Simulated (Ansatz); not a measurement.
Basis-set extrapolation for C$_{4}$H$_{4}$O$_{2}$ (`C#CCC(=O)O`) (PBE0-D4/def2-TZVP geometry, frozen core, Ansatz 0.2.0). Multiplicity 1, RHF reference.

```
                      def2-TZVPP   def2-QZVPP
                 HF  -303.603701  -303.616855
    MP2 correlation    -1.083220    -1.161276
CCSD(T) correlation    -1.150634      not run
```

Energies in hartree. Use E(X) = E(∞) + A·exp(−7.88·√X) for Hartree–Fock and E(X) = E(∞) + B·X^(−2.97) for correlation, with X = 3 and 4, and add CCSD(T) minus MP2 of the smaller set to the MP2 limit.

Problem. What is the CCSD(T) energy at the basis-set limit?

Solution. HF limit: -303.616855 + (-0.013154) × 0.13774 = -303.61867. MP2 limit: -1.161276 + (-0.078056) × 0.74074 = -1.21910. Higher-order term: -1.150634 − (-1.083220) = -0.06741. Total: -304.90518 hartree, 94.7 kcal/mol below CCSD(T)/def2-TZVPP.
